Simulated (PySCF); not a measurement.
C4H5N2: g tensor and hyperfine couplings

C4H5N2 (doublet state).
Z-matrix (Å and degrees, GFN2-xTB geometry), rows numbered from 1:
```
C 
C   1  1.3062
N   2  1.3925  1  125.56
C   3  1.2702  2  124.61  1   -56.00
N   4  1.3477  3  125.80  2   -14.94
C   5  1.2542  4  131.39  3    59.48
H   1  1.0683  2  135.41  3   -12.52
H   2  1.0846  1  121.96  3   178.16
H   4  1.0852  3  117.51  2   179.56
H   6  1.0822  5  118.22  4  -164.05
H   6  1.0894  5  124.59  4    20.12
```

The hyperfine couplings belong to this conformer and change with its torsions.

Identity: `[H]/[C]=C\N=C/N=C` [radical].

The calculation used UKS B3LYP, pcH-1 on C H N, non-relativistic, mean-field spin-orbit, GIAO (PySCF 2.14.0). The structure is a single GFN2-xTB conformer in the gas phase; no vibrational or solvent corrections. The geometry wasn't refined by DFT: couplings that depend on bond lengths, twists or pyramidal angles can differ widely from those at the functional's own minimum. The frame is twisted about the C2–N3 bond at this geometry (dihedral C1–C2–N3–C4 = -56°); couplings at other torsion angles weren't computed. No stability test was run, so a lower SCF solution isn't excluded.

```
g1, g2, g3                      : 2.00193, 2.00220, 2.00239
g_iso                           : 2.00218
Form of g                       : rhombic: the two nearest values differ by 42 % of g3 − g1
⟨S²⟩                            : 0.7588 (exact 0.7500)
α and β electrons               : 22, 21
HOMO–LUMO gap, α and β orbitals : 4.80, 4.18 eV
```

Isotropic coupling and dipolar principal values T1 to T3, in MHz:

| atom | isotope | a_iso | T1 | T2 | T3 | Mulliken spin population |
| --- | --- | --- | --- | --- | --- | --- |
| C1 | 13C | 312.3 | -80.9 | -60.2 | 141.1 | 1.02 |
| C2 | 13C | -5.1 | -16.6 | 1.5 | 15.1 | -0.12 |
| N3 | 14N | 2.9 | -6.1 | -3.9 | 10.0 | 0.08 |
| C4 | 13C | -12.1 | -3.7 | 1.0 | 2.7 | -0.02 |
| N5 | 14N | -0.7 | -0.8 | -0.1 | 0.9 | 0.01 |
| C6 | 13C | 0.1 | -1.7 | 0.0 | 1.7 | -0.01 |
| H7 | 1H | 37.1 | -32.5 | -7.4 | 39.9 | 0.00 |
| H8 | 1H | 70.3 | -7.3 | -4.1 | 11.4 | 0.03 |
| H9 | 1H | 14.2 | -1.9 | -0.4 | 2.3 | 0.01 |
| H10 | 1H | 6.3 | -1.5 | -1.1 | 2.5 | 0.00 |
| H11 | 1H | 5.1 | -3.6 | -3.3 | 6.8 | 0.00 |

The Mulliken spin populations are largest on C1 (+1.02), C2 (-0.12) and N3 (+0.08). No atom but C1 exceeds +0.15.

Axes: g1 points within 12° of the C1–H7 bond.

Under fast tumbling the dipolar parts average out, and these isotropic splittings remain: 1 × 1H (H8, I = 1/2, 2 lines) with 2.51 mT, 1 × 1H (H7, I = 1/2, 2 lines) with 1.32 mT, 1 × 1H (H9, I = 1/2, 2 lines) with 0.51 mT, 1 × 1H (H10, I = 1/2, 2 lines) with 0.22 mT, 1 × 1H (H11, I = 1/2, 2 lines) with 0.18 mT and 1 × 14N (N3, I = 1, 3 lines) with 0.10 mT.

The 13C coupling of C1 (312.3 MHz) shows only in satellite lines or after enrichment, since that isotope makes up about 1.07 % of natural carbon.
